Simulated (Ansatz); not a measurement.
## Ansatz (development build ahead of 0.2.0) run

```yaml
crystal:
  periodic: [false, false, false]
  atoms:
    - { symbol: C, position_ang: [0.06361, 0.1912, 0.39136] }
    - { symbol: C, position_ang: [-0.68036, -0.90058, 0.44756] }
    - { symbol: O, position_ang: [0.62869, 0.72397, -0.69908] }
    - { symbol: H, position_ang: [0.28728, 0.77759, 1.27344] }
    - { symbol: H, position_ang: [-1.08389, -1.23387, 1.39248] }
    - { symbol: H, position_ang: [-0.90625, -1.49047, -0.43393] }
    - { symbol: H, position_ang: [0.42245, 0.21527, -1.46901] }
basis:
  gaussian: { orbitals: def2-SVP }
total_charge: 1
magnetization:
  spin_polarized: true
  initial_magnetization: 1
hamiltonian:
  xc: hf
output:
  forces: true
```

The input is written out in the form of the current development build from the run's settings.

Output:

```yaml
Converged: yes
Total_energy: -152.47690 hartree
Spin_squared_of_the_determinant: 0.768
Stability_test: minimum
```

Forces (eV/Å):
```tsv
atom	Fx	Fy	Fz
C1	4.699	6.215	-2.857
C2	-2.661	-4.068	-0.330
O3	-2.109	-2.019	3.870
H4	0.038	0.049	0.071
H5	-0.025	-0.001	0.111
H6	-0.036	-0.051	-0.003
H7	0.094	-0.125	-0.862
```
